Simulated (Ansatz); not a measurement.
Correlation energies of C$_{6}$H$_{6}$, SMILES `CC#CC#CC` by basis set

Cartesian coordinates in Å:
```
C 0.018 -2.584 -2.109
C 0.011 -1.464 -1.195
C 0.005 -0.528 -0.431
C -0.002 0.528 0.431
C -0.010 1.464 1.195
C -0.019 2.584 2.109
H -0.187 -2.256 -3.131
H -0.742 -3.320 -1.832
H 0.989 -3.087 -2.105
H 0.207 3.518 1.586
H 0.726 2.452 2.898
H -0.997 2.693 2.585
```

The species carries charge 0 and has multiplicity 1. The structure was optimised at the PBE0-D4/def2-TZVP level. Frozen core, restricted reference, Ansatz 0.2.0. CBS rows extrapolate triple and quadruple zeta; past MP2 they add the triple-zeta difference.

```
     basis     HF (Eh)  MP2 corr.  CCSD corr.    (T)  CCSD(T) total
  def2-SVP  -230.42157   -0.77980    -0.82132      ?              ?
def2-TZVPP  -230.67648          ?    -0.97067      ?              ?
def2-QZVPP  -230.68599   -1.00289           –      –              –
 CBS(def2)           ?   -1.04723    -1.07487  as TZ              ?
```

Problem. Fill in the withheld values. (Best estimate.)

Solution. Computed: def2-SVP (T): -0.03437; def2-SVP CCSD(T) total: -231.27726; def2-TZVPP MP2 corr.: -0.94302; def2-TZVPP (T): -0.04991; def2-TZVPP CCSD(T) total: -231.69706; CBS(def2) HF (Eh): -230.68730; CBS(def2) CCSD(T) total: -231.81208.
